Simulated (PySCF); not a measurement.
# What builds the first ionisation energy along group 13

All values are computed (PySCF 2.14, energy differences of UHF-based or UKS calculations, no spin-orbit coupling). Each column adds one step, in eV (sums use unrounded values): valence MP2, valence CCSD, valence triples, then the next inner shell at CCSD(T) (B 1s, Al 2s 2p, Ga 3s 3p 3d, In 4s 4p 4d, Tl 5s 5p 5d). References (NIST) marked * lie between the lowest fine-structure levels; the others compare directly ((s) semi-empirical, (t) theoretical).

| element | UHF | + MP2 | + CCSD | + (T) | + inner shell | sum | reference |
| --- | --- | --- | --- | --- | --- | --- | --- |
| B [He] 2s2 2p1 → [He] 2s2 (x2c-TZVPPall, spin-free X2C) | 8.038 | 0.220 | -0.089 | 0.036 | 0.015 | 8.220 | 8.297 |
| Al [Ne] 3s2 3p1 → [Ne] 3s2 (x2c-TZVPPall, spin-free X2C) | 5.588 | 0.219 | 0.093 | 0.031 | -0.022 | 5.909 | 5.977 |
| Ga [Ar] 3d10 4s2 4p1 → [Ar] 3d10 4s2 (x2c-TZVPPall, spin-free X2C) | 5.516 | 0.205 | 0.059 | 0.022 | 0.065 | 5.868 | 5.931 |
| In [Kr] 4d10 5s2 5p1 → [Kr] 4d10 5s2 (x2c-TZVPPall, spin-free X2C) | 5.205 | 0.172 | 0.055 | 0.019 | 0.046 | 5.498 | 5.603 |
| Tl [Xe] 4f14 5d10 6s2 6p1 → [Xe] 4f14 5d10 6s2 (x2c-TZVPPall, spin-free X2C) | 5.002 | 0.166 | 0.049 | 0.012 | 0.055 | 5.285 | 5.464 |

What remains against the references is mostly basis incompleteness.

These are valence bases, so the inner-shell step is incomplete.
